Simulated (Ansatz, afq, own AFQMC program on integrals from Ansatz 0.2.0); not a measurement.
AFQMC on a folder of integrals that Ansatz 0.2.0 wrote.

```yaml
crystal:
  periodic: [false, false, false]
  atoms:
    - {symbol: Mo, position_ang: [-0.402987, 0.001237, -0.000278]}
    - {symbol: N, position_ang: [2.203913, -0.006764, 0.001519]}
    - {symbol: H, position_ang: [2.574315, -0.951071, 0.006708]}
    - {symbol: H, position_ang: [2.578112, 0.467943, 0.816116]}
    - {symbol: H, position_ang: [2.579212, 0.459398, -0.817494]}
basis:
  gaussian: {orbitals: def2-SVP}
magnetization: {spin_polarized: true, initial_magnetization: 6}
correlation: {method: ccsd_t, electrons: outside_noble_gas, hamiltonian_folder: ham}
```

```sh
$ ansatz run in.yaml --threads 1 --pin off --events-out ev --progress --plain --max-ram 24576MiB --backend cuda --devices 0, --max-vram 18GiB
```

afq runs on the folder ham with

```
--method phaseless --trial hf --walkers 4000 --populations 20 --least-time 40 --time-step 0.005 --steps-per-block 20 --equilibration-blocks 160 --max-blocks 4000 --target-error 0.0011 --factor-cut 1e-05 --start spin_pure --seed 1505 --taylor-order 6
```

Times are imaginary, in 1/Eh. The walk had a cap of 78 s. With eight or more populations the least sampling time is a fifth of least-time, and the error comes from their spread. Core potentials past Kr, no spin–orbit coupling.

Output of the walk:

```
orbitals 55  electrons 10 4  factors 460 of 629
reference energy -123.70126629 Eh
CCSD correlation -0.26918056 Eh in 11 cycles, weight of the determinant in the CISD state 0.9051
energy of the start -123.701273 Eh
 block  time / (1/Eh)  mean weight  energy / Eh
     1     0.100  1.0016  -123.774967
     2     0.200  1.0017  -123.825775
     3     0.300  1.0018  -123.862864
     4     0.400  1.0017  -123.888554
     5     0.500  1.0018  -123.909585
     7     0.700  1.0012  -123.930421
     9     0.900  1.0009  -123.947718
    13     1.300  1.0001  -123.961875
    25     2.500  0.9997  -123.979887
    37     3.700  1.0004  -123.976099
    49     4.900  1.0001  -123.979997
    61     6.100  0.9998  -123.980113
    73     7.300  1.0005  -123.982854
    85     8.500  0.9996  -123.985359
    97     9.700  1.0001  -123.974863
   109    10.900  0.9999  -123.968513
   121    12.100  1.0005  -123.981346
   133    13.300  0.9998  -123.978556
   145    14.500  1.0001  -123.970660
   157    15.700  1.0002  -123.978821
   169    16.900  1.0005  -123.972737
   181    18.100  0.9998  -123.970625
   193    19.300  0.9999  -123.974222
   205    20.500  0.9999  -123.971538
   217    21.700  1.0001  -123.976695
   229    22.900  1.0001  -123.976465
   241    24.100  0.9998  -123.979289
   253    25.300  1.0006  -123.981656
   265    26.500  1.0001  -123.968566
error from the spread of 20 populations
energy -123.976498 +/- 0.001018 Eh
(rows thinned)
```

The run passed its tests (sampling time, drift between the halves within three errors, error under three times the target), which doesn't prove that it has relaxed.

Against this walk (error 27.7 meV) on the same determinant: CCSD(T) 11.5 meV higher (within the noise), CCSDT(Q) 11.9 meV lower (within the noise), a separate phaseless walk with a CISD trial and standard settings 4.5 ± 27.9 meV lower (within the noise). The error is statistical and leaves out the bias of the constraint.

Cautions: constraint bias not in the error; no spin-orbit coupling; outer-core shells of the metal frozen; lower spins were not checked; higher spins were not checked.

The walk took 40 s on 1 × NVIDIA H100 80GB HBM3 with 2 threads of AMD EPYC 7R13 Processor (Zen 3) (shared host) (the card was shared). The log's last line is the phaseless energy.

CCSDT and higher add their correlation energy to the determinant of the CCSD(T) run, since their own runs factorise the integrals more tightly (a shift of under 2 meV). A walk keeps the symmetry of its determinant, which the program's search chose and which needn't be the lowest solution, so a lower state of the same spin and another symmetry isn't excluded.
